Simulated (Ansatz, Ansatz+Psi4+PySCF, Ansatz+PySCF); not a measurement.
```csv
atom,x (Å),y (Å),z (Å)
H,0.9153,1.2497,-2.2000
H,0.8726,-1.1881,-2.2000
H,-0.9326,-1.2142,-2.2000
C,-0.0087,0.6849,-2.2000
C,-0.0087,-0.6494,-2.2000
```

Basis set: cc-pVTZ (spherical functions). Correlated methods keep 2 orbitals frozen. Correlation on ROHF uses semicanonical orbitals with singles. Charge 0, multiplicity 2.

Computed with Ansatz (development build ahead of 0.2.0); each method stands on the lowest determinant of its kind that the runs found.

Task: Give the atomization energy at this shape (free ground-state atoms in the same class of orbitals less the molecule, no zero-point energy) of doublet C₂H₃ by ROHF-CCSD(T), ROHF-MP2, UHF-MP2, ROHF.

Result:

| method | atomization energy |
| --- | --- |
| ROHF-CCSD(T) | 18.66 eV |
| ROHF-MP2 | 18.79 eV |
| UHF-MP2 | 18.51 eV |
| ROHF | 14.51 eV |

Caution for ROHF-MP2, UHF-MP2: forces differ strongly between restricted and unrestricted references. Caution for UHF-MP2: the unrestricted determinant is spin contaminated.
